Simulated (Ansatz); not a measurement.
GeH₂⁻, doublet along the distance Ge1-H3

Starting geometry (PBE0/def2-TZVPD stationary point for this spin, not checked as a minimum):

```yaml
atoms:
  - { symbol: Ge, position_ang: [0.0000, -0.0307, 0.0000] }
  - { symbol: H, position_ang: [0.0000, 1.1080, -1.1584] }
  - { symbol: H, position_ang: [0.0000, 1.1080, 1.1584] }
```

From there H3 moves along the line of the two atoms named below, all else staying in place; atoms are numbered as listed. Energies are in eV, counted from the starting geometry at the same level.

Basis aug-cc-pVTZ; Ansatz 0.2.0. Correlated methods freeze the noble-gas cores and the filled d shells of p-block atoms. R marks a restricted (for open shells ROHF) determinant, U an unrestricted one. No spin–orbit coupling is included, and no scalar relativity.

Unrestricted rows (U) aren't spin-pure: their determinants' ⟨S²⟩ exceeds S(S+1) by up to 0.75, so they mix in states of higher spin.

Full CI isn't at hand for all of this; UCCSDT(Q) serves as the reference, and is uncertain by the last step of the cluster series or more. The frozen core follows each run's orbitals, which can shift R against U totals by a few meV for light atoms and by up to 0.1 eV past Ca.

```tsv
distance Ge1-H3 (Å)	RMP2
1.448	0.219
1.624	0.000
1.776	0.119
2.227	0.972
3.046	2.302
```

Task: Estimate the UCCSDT(Q) curve in aug-cc-pVTZ from this one, knowing how RMP2 errs.

Result: The computed UCCSDT(Q) values, in eV from the starting point, and the error of RMP2 against them:
```csv
distance Ge1-H3 (Å),UCCSDT(Q),RMP2 less UCCSDT(Q)
1.448,0.243,-0.024
1.624,0.000,0.000
1.776,0.093,0.026
2.227,0.845,0.127
3.046,1.992,0.310
```

The error spans 0.334 eV and is largest, 0.310 eV, at 3.046 Å.
